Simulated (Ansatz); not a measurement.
**Isomers and spin states of CH2Si**

Ansatz 0.2.0, basis cc-pVTZ; geometries are PBE0/def2-TZVP minima. Wave-function levels freeze the cores; HF, MP2 and coupled cluster are restricted for singlets and unrestricted otherwise, Kohn–Sham unrestricted where that lies lower. MRCISD+Q stands on CASSCF in the full valence space. The reference is CCSDT(Q) (coupled cluster only where its series has nearly closed). Semilocal and hybrid functionals correlate all electrons outside any core potential and usually lie nearer their basis limit than the reference, so part of their error here is the reference's basis and frozen-core error; RPA and the MP2 part of double hybrids freeze the same cores as the reference. None of these values is a measured one. Energies are electronic, without zero-point terms. No spin–orbit coupling and no scalar relativity. The species are chosen: bound, without strong static correlation by their natural occupations or amplitudes, and with a ladder that closes on the reference, so errors are smaller than for species at large; levels whose determinant breaks symmetry or spin markedly are left out.

A. singlet; C–Si 1.702, C–H 1.090, angles at C 113/123°. Coordinates (Å): Si 0.000 0.000 0.596; C 0.000 0.000 -1.106; H 0.000 -0.909 -1.708; H 0.000 0.909 -1.708
B. triplet; C–Si 1.865, C–H 1.091, angles at C 112/124°. Coordinates (Å): Si 0.000 0.000 0.650; C 0.000 0.000 -1.215; H 0.000 -0.907 -1.822; H 0.000 0.907 -1.822

**Question.** From bonding and spin, estimate the order of these in energy at CCSDT(Q), each at its own geometry.

**Answer.** At CCSDT(Q), above the lowest of those listed: A (0.0 kJ/mol), B (155.5 kJ/mol).

```
   level  B less A (kJ/mol)
CCSDT(Q)              155.5
     MP2              165.0
    CCSD              142.8
 CCSD(T)              154.9
MRCISD+Q              153.0
     PBE              150.7
  r2SCAN              133.2
    PBE0              136.1
 wB97M-V              161.6
  B2PLYP              153.5
 RPA-PBE              146.4
```

Every level shown puts the same form lowest.

The geometries are PBE0's, not this basis's own minima.
